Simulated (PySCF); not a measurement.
methylamine: bond dissociation enthalpies at several levels

Structure: `CN` (CH5N). Atom numbers as in the mapped SMILES `[CH3:1][NH2:2]`.

All levels share the PBE0-D3(BJ)/def2-SVP structures and the PBE0-D3(BJ)/def2-SVP thermal terms; only the single-point energies (PySCF) change. Values are bond dissociation enthalpies (298 K, kJ/mol).

| level | C1–N2 | C1–H | N2–H | mean abs. error | time |
| --- | --- | --- | --- | --- | --- |
| HF/ma-def2-TZVP | 206 | 290 | 287 | 124.8 | 1.4 s |
| CCSD(T)/ma-def2-TZVP | 342 | 377 | 399 | 13.2 | 2.7 min |
| ωB97X-D3(BJ)/def2-TZVP | 354 | 380 | 404 | 6.8 | – |
| MP2/ma-def2-TZVP | 367 | 373 | 409 | 11.6 | 5.2 s |
| ATcT 1.112 | 353 | 388 | 416 |  |  |

Times are wall times for all single points of a level on 1 thread of Arm Neoverse V2, a shared host; the dash marks the run that also made the structures.

Hartree-Fock leaves out electron correlation, so its bond energies come out too low, often by 100 kJ/mol or more.

The widest spread is that of C1–N2: 161 kJ/mol, from 206 to 367.
